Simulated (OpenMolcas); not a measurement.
# H2O (water): levels of theory compared

Aim: a comparison of 3 runs (HF/3-21G, B2PLYP/3-21G, CISD/3-21G) of H2O (water). 

The calculation is run with OpenMolcas 26.06.

**1. The molecule**

The species is H2O (3 atoms), meant as a singlet with charge 0. SMILES: `O`. The O1–H2 distance was set to 2.399 Å, away from the relaxed value. At this shape a bond of the SMILES string is far longer than usual.

Bond lengths: O1–H3 0.960 Å.

**2. The energy at HF/3-21G (run 1)**

The input, run.inp:

```
* H2O Hartree-Fock
&GATEWAY
BasLib=$CurrDir
Coord
3
angstrom
O       -1.456499      -0.322099      -0.824449
H        0.466500       0.548400       0.315300
H       -1.317599      -1.270899      -0.858549
Basis=3-21G
Group=NoSym
&SEWARD
&SCF
Thresholds=1e-10 1e-07 1e-07 1e-05
PrOrbitals=1 1
```

The basis set 3-21G is read from a file made from the Basis Set Exchange's data (not shown).

Run with:

```bash
$ export MOLCAS_MEM=1860
$ pymolcas run.inp > run.log
```

Standard output:

```text
--- Start Module: gateway ---
[...]
--- Stop Module: gateway /rc=_RC_ALL_IS_WELL_ ---
--- Start Module: seward ---
[...]
      Basis functions           13
--- Stop Module: seward /rc=_RC_ALL_IS_WELL_ ---
--- Start Module: scf ---
[...]
       Convergence after  13 Iterations
[...]
::    Total SCF energy                                -75.2994504364
[...]
      Total spin, S                                     0.0000000000
[...]
      Total electronic charge=   10.000000
      Total            charge=   -0.000000
[...]
      Dipole Moment (debye):
      Origin of the operator (angstrom)=   -1.3411   -0.3265   -0.7626
                   X=  1.0661E+00               Y= -1.6490E+00               Z=  3.8656E-01           Total=  2.0013E+00
      Quadrupole Moment (debye*angstrom):
[...]
--- Stop Module: scf /rc=_RC_ALL_IS_WELL_ ---
[...]
```

Wall time 1.7 s (1 thread of Arm Neoverse V1, shared host); peak memory 0.37 GiB.

**3. The energy at B2PLYP/3-21G (run 2)**

The input, run.input:

```
* H2O Kohn-Sham DFT

&GATEWAY
  BasLib=$CurrDir
  Coord
  3
  angstrom
  O       -1.456499      -0.322099      -0.824449
  H        0.466500       0.548400       0.315300
  H       -1.317599      -1.270899      -0.858549
  Basis=3-21G
  Group=NoSym

&SEWARD
  GridInput
  Grid=UltraFine
  End of Grid

&SCF
  KSDFT=B2PLYP_SCF
  Thresholds=1e-10 1e-07 1e-07 1e-05
  PrOrbitals=1 1

&MBPT2
  Frozen=1
```

The basis set 3-21G is read from a file made from the Basis Set Exchange's data (not shown).

Run with:

```bash
$ export MOLCAS_MEM=1860
$ pymolcas run.input > run.log
```

Standard output:

```text
--- Start Module: gateway ---
[...]
--- Stop Module: gateway /rc=_RC_ALL_IS_WELL_ ---
[...]
      Basis functions           13
[...]
--- Start Module: scf ---
[...]
       Convergence after  13 Iterations
[...]
::    Total KS-DFT energy                             -75.5964264877
[...]
      Total spin, S                                     0.0000000000
[...]
      Total electronic charge=   10.000000
      Total            charge=   -0.000000
[...]
      Dipole Moment (debye):
      Origin of the operator (angstrom)=   -1.3411   -0.3265   -0.7626
                   X=  1.0226E+00               Y= -1.5359E+00               Z=  3.7608E-01           Total=  1.8832E+00
      Quadrupole Moment (debye*angstrom):
[...]
--- Stop Module: scf /rc=_RC_ALL_IS_WELL_ ---
[...]
--- Start Module: mbpt2 ---
[...]
 ###    WARNING: MP2 implementation intended for RHF references only         ###
 ###############################################################################
MBPT2 WARNING: Reference function according to RunFile:KS-DFT
I'll assume you know what you're doing and continue
WARNING!
Default frozen orbitals as non valence orbitals is overwritten by user input.
Default values:   1
[...]
       Reference weight ( Cref**2 )         =        0.68837
::    Total MBPT2 energy                              -75.8996563737
[...]
      Total MBPT2 calculations                           0.04      0.04
--- Stop Module: mbpt2 /rc=_RC_ALL_IS_WELL_ ---
[...]
```

Run time: 3.9 s. Hardware: 1 thread of Arm Neoverse V1, shared host; peak memory 0.37 GiB.

**4. The energy at CISD/3-21G (run 3)**

The input, run.input:

```
* H2O CISD

&GATEWAY
  BASLIB=$CurrDir
  COORD
  3
  angstrom
  O       -1.456499      -0.322099      -0.824449
  H        0.466500       0.548400       0.315300
  H       -1.317599      -1.270899      -0.858549
  BASIS=3-21G
  GROUP=NoSym

&SEWARD

&SCF
  THRESHOLDS=1e-10 1e-07 1e-07 1e-05
  PRORBITALS=1 1

&MOTRA
  FROZEN=1

&GUGA
  ELECTRONS=8
  SPIN=1
  INACTIVE=4
  ACTIVE=0
  CIALL=1

&CPF
  SDCI
```

The basis set 3-21G is read from a file made from the Basis Set Exchange's data (not shown).

Run with:

```bash
$ export MOLCAS_MEM=1860
$ pymolcas run.input > run.log
```

Standard output:

```text
--- Start Module: gateway ---
[...]
--- Stop Module: gateway /rc=_RC_ALL_IS_WELL_ ---
[...]
      Basis functions           13
[...]
       Convergence after  13 Iterations
[...]
::    Total SCF energy                                -75.2994504364
[...]
      Total spin, S                                     0.0000000000
[...]
      *** WARNING: Default frozen orbitals is overwritten by user input.
      *** Default values:   1
[...]
--- Start Module: guga ---
[...]
--- Stop Module: guga /rc=_RC_ALL_IS_WELL_ ---
--- Start Module: cpf ---
[...]
      Active orbitals                            0       0
[...]
      Spin quantum number                      0.0
[...]
     FINAL CI ENERGY           -75.53301246
     FINAL CORRELATION ENERGY   -0.23356202  REFERENCE ENERGY     -75.29945044
[...]
     REL. CI ENERGY            -75.53301246
[...]
      Total electronic charge=   10.000000
      Total            charge=    0.000000
[...]
      Dipole Moment (debye):
      Origin of the operator (angstrom)=   -1.3411   -0.3265   -0.7626
                   X=  5.4487E-01               Y= -1.8025E+00               Z=  8.7122E-02           Total=  1.8851E+00
      Quadrupole Moment (debye*angstrom):
[...]
--- Stop Module: cpf /rc=_RC_ALL_IS_WELL_ ---
[...]
```

Wall time 1.8 s (1 thread of Arm Neoverse V1, shared host); peak memory 0.37 GiB.

**5. The series**

```csv
run,level,frozen core orbitals,integration grid,energy (Eh),dipole moment (D) of the reference,HOMO energy (eV),LUMO energy (eV),wall time
1,HF/3-21G,–,–,-75.299450,2.00,-9.65,-1.39,1.7 s
2,B2PLYP/3-21G,1,UltraFine,-75.678299,1.88,-8.57,-3.49,3.9 s
3,CISD/3-21G,1,–,-75.533012,2.00,-9.65,-1.39,1.8 s
```

**6. Results**

```
                                         quantity         value
                              run 3: total energy  -75.53301 Eh
        run 3: dipole moment (mean-field density)        2.00 D
       run 3: HOMO energy (Hartree–Fock orbitals)      -9.65 eV
       run 3: LUMO energy (Hartree–Fock orbitals)      -1.39 eV
     run 3: HOMO–LUMO gap (Hartree–Fock orbitals)       8.25 eV
run 3: correlation energy (1 core orbital frozen)    -233.6 mEh
```

What this shows: For B2PLYP the log adds the whole second-order term; the table takes 0.27 of it, as the functional is defined. In runs 1, 2, 3 a closed-shell determinant meets a far-stretched bond, which it describes badly. All runs together took 7.4 s, the longest 3.9 s.
